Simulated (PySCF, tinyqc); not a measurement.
Inside a calculation. Method: RKS/PBE0 in the sto-3g basis, for LiH, spin multiplicity 1. The lowest restricted solution is unstable here: a spin-polarised one lies 0.0154 hartree lower (PySCF). One step of it, computed by the program tinyqc.

Task: Iteration 1: building the Kohn-Sham matrix. J_ij = sum D_kl (ij|kl), K_ij = sum D_kl (ik|jl); F = H + J - 0.125 K + V_xc; E = tr D H + tr D J / 2 - 0.0625 tr D K + E_xc + E_nn.

D at the start, order 1Li 1s, 1Li 2s, 1Li 2px, 1Li 2py, 1Li 2pz, 2H 1s:
$$\begin{pmatrix}
1.976212 & 0.018337 & 0.000000 & 0.000000 & -0.111875 & -0.114381 \\
0.018337 & 0.214474 & 0.000000 & 0.000000 & 0.396631 & 0.375355 \\
0.000000 & 0.000000 & 0.000000 & 0.000000 & 0.000000 & 0.000000 \\
0.000000 & 0.000000 & 0.000000 & 0.000000 & 0.000000 & 0.000000 \\
-0.111875 & 0.396631 & 0.000000 & 0.000000 & 0.744261 & 0.704966 \\
-0.114381 & 0.375355 & 0.000000 & 0.000000 & 0.704966 & 0.667781
\end{pmatrix}$$

core Hamiltonian H = T + V (hartree), order 1Li 1s, 1Li 2s, 1Li 2px, 1Li 2py, 1Li 2pz, 2H 1s:
$$\begin{pmatrix}
-4.586825 & -1.028161 & 0.000000 & 0.000000 & -0.004809 & -0.010794 \\
-1.028161 & -1.284096 & 0.000000 & 0.000000 & -0.056309 & -0.175249 \\
0.000000 & 0.000000 & -1.044571 & 0.000000 & 0.000000 & 0.000000 \\
0.000000 & 0.000000 & 0.000000 & -1.044571 & 0.000000 & 0.000000 \\
-0.004809 & -0.056309 & 0.000000 & 0.000000 & -1.081157 & -0.264130 \\
-0.010794 & -0.175249 & 0.000000 & 0.000000 & -0.264130 & -1.008771
\end{pmatrix}$$

Two-electron integrals (ij|kl) in chemists' order, unique and non-zero (hartree):
```
(11|11) 1.680395   (21|11) 0.265420   (21|21) 0.049941   (22|11) 0.397727
(22|21) 0.092860   (22|22) 0.290562   (31|31) 0.008981   (32|31) 0.013788
(32|32) 0.064184   (33|11) 0.396640   (33|21) 0.092880   (33|22) 0.290497
(33|33) 0.312946   (41|41) 0.008981   (42|41) 0.013788   (42|42) 0.064184
(43|43) 0.016869   (44|11) 0.396640   (44|21) 0.092880   (44|22) 0.290497
(44|33) 0.279207   (44|44) 0.312946   (51|51) 0.008981   (52|51) 0.013788
(52|52) 0.064184   (53|53) 0.016869   (54|54) 0.016869   (55|11) 0.396640
(55|21) 0.092880   (55|22) 0.290497   (55|33) 0.279207   (55|44) 0.279207
(55|55) 0.312946   (61|11) 0.002331   (61|21) 0.000456   (61|22) 0.000918
(61|33) 0.000901   (61|44) 0.000901   (61|51) 0.000076   (61|52) 0.000159
(61|55) 0.000954   (61|61) 0.000005   (62|11) 0.030455   (62|21) 0.007316
(62|22) 0.028168   (62|33) 0.026478   (62|44) 0.026478   (62|51) 0.000980
(62|52) 0.008827   (62|55) 0.031513   (62|61) 0.000089   (62|62) 0.007603
(63|31) 0.000236   (63|32) 0.001677   (63|53) 0.000898   (63|63) 0.000248
(64|41) 0.000236   (64|42) 0.001677   (64|54) 0.000898   (64|64) 0.000248
(65|11) 0.046021   (65|21) 0.011074   (65|22) 0.043049   (65|33) 0.040294
(65|44) 0.040294   (65|51) 0.001518   (65|52) 0.013833   (65|55) 0.048506
(65|61) 0.000136   (65|62) 0.012062   (65|65) 0.019163   (66|11) 0.180729
(66|21) 0.043580   (66|22) 0.178549   (66|33) 0.166943   (66|44) 0.166943
(66|51) 0.004808   (66|52) 0.055004   (66|55) 0.201415   (66|61) 0.000517
(66|62) 0.067413   (66|65) 0.108185   (66|66) 0.774606
```

nuclear repulsion = 0.54218977 hartree

V_xc (hartree), order 1Li 1s, 1Li 2s, 1Li 2px, 1Li 2py, 1Li 2pz, 2H 1s:
$$\begin{pmatrix}
-0.821781 & -0.107372 & 0.000000 & 0.000000 & -0.001894 & -0.000967 \\
-0.107372 & -0.130244 & 0.000000 & 0.000000 & -0.031213 & -0.028277 \\
0.000000 & 0.000000 & -0.115081 & 0.000000 & 0.000000 & 0.000000 \\
0.000000 & 0.000000 & 0.000000 & -0.115081 & 0.000000 & 0.000000 \\
-0.001894 & -0.031213 & 0.000000 & 0.000000 & -0.157012 & -0.044845 \\
-0.000967 & -0.028277 & 0.000000 & 0.000000 & -0.044845 & -0.309917
\end{pmatrix}$$

E_xc = sum of w rho eps_xc = -1.62900241 hartree

Give: Coulomb J; exchange K; Kohn-Sham matrix F; total energy of this density.

Result:

Coulomb J (hartree), order 1Li 1s, 1Li 2s, 1Li 2px, 1Li 2py, 1Li 2pz, 2H 1s:
$$\begin{pmatrix}
3.919 & 0.666 & 0.000 & 0.000 & 0.015 & 0.006 \\
0.666 & 1.269 & 0.000 & 0.000 & 0.111 & 0.164 \\
0.000 & 0.000 & 1.245 & 0.000 & 0.000 & 0.000 \\
0.000 & 0.000 & 0.000 & 1.245 & 0.000 & 0.000 \\
0.015 & 0.111 & 0.000 & 0.000 & 1.309 & 0.256 \\
0.006 & 0.164 & 0.000 & 0.000 & 0.256 & 1.310
\end{pmatrix}$$

exchange K (hartree), order 1Li 1s, 1Li 2s, 1Li 2px, 1Li 2py, 1Li 2pz, 2H 1s:
$$\begin{pmatrix}
3.348 & 0.563 & 0.000 & 0.000 & -0.002 & 0.007 \\
0.563 & 0.249 & 0.000 & 0.000 & 0.187 & 0.194 \\
0.000 & 0.000 & 0.047 & 0.000 & 0.000 & 0.000 \\
0.000 & 0.000 & 0.000 & 0.047 & 0.000 & 0.000 \\
-0.002 & 0.187 & 0.000 & 0.000 & 0.356 & 0.308 \\
0.007 & 0.194 & 0.000 & 0.000 & 0.308 & 0.746
\end{pmatrix}$$

Kohn-Sham matrix F (hartree), order 1Li 1s, 1Li 2s, 1Li 2px, 1Li 2py, 1Li 2pz, 2H 1s:
$$\begin{pmatrix}
-1.908 & -0.540 & 0.000 & 0.000 & 0.009 & -0.006 \\
-0.540 & -0.177 & 0.000 & 0.000 & 0.000 & -0.063 \\
0.000 & 0.000 & 0.080 & 0.000 & 0.000 & 0.000 \\
0.000 & 0.000 & 0.000 & 0.080 & 0.000 & 0.000 \\
0.009 & 0.000 & 0.000 & 0.000 & 0.026 & -0.092 \\
-0.006 & -0.063 & 0.000 & 0.000 & -0.092 & -0.102
\end{pmatrix}$$

total energy of this density = -7.77073 hartree
